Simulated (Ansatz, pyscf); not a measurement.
`[CH3][CH2][OH]` -> `[CH4]` + `[CH2]=[O]`, an elimination on the singlet surface: C–C, H–O broken, C–H formed. Optimised with ωB97X-D3(BJ)/def2-SVP in PySCF. Wave-function energies: Ansatz (a first-principles code), frozen core, RHF or UHF references. In kcal/mol, from the reactant's lowest minimum found.

```json
[
 {"level": "PBE/def2-TZVP", "barrier": "87.01", "reaction energy": "+14.38"},
 {"level": "r²SCAN/def2-TZVP", "barrier": "92.15", "reaction energy": "+16.03"},
 {"level": "CCSD(T)/cc-pV(D+d)Z", "barrier": "97.32", "reaction energy": "+11.31"},
 {"level": "CCSDT(Q)/cc-pV(D+d)Z", "barrier": "96.66", "reaction energy": "+11.06"},
 {"level": "CCSD(T)/cc-pV(T+d)Z", "barrier": "96.76", "reaction energy": "+14.81"},
 {"level": "CCSD(T)/cc-pV(Q+d)Z", "barrier": "97.04", "reaction energy": "+15.76"}
]
```

In cc-pV(D+d)Z, going from CCSD(T) to CCSDT(Q) shifts the barrier by -0.66 and the reaction energy by -0.25 kcal/mol. With HF in the quadruple-zeta basis and the correlation energy extrapolated as X⁻³ from X = 3, 4, CCSD(T) gives 97.28 and +16.50; adding the double-zeta shift gives ΔE‡ = 96.62 and ΔE = +16.25 kcal/mol, without core correlation, relativity or geometry relaxation at these levels. The same reactants have a lower exit, to H₂C=CH₂ + H₂O (barrier +69.66 kcal/mol at ωB97M-D3(BJ), against +99.13 kcal/mol here). This is the saddle that the search found; another between the same sides may lie lower. The CCSD(T) − MP2 part came from Ansatz, without density fitting, on the same reference.
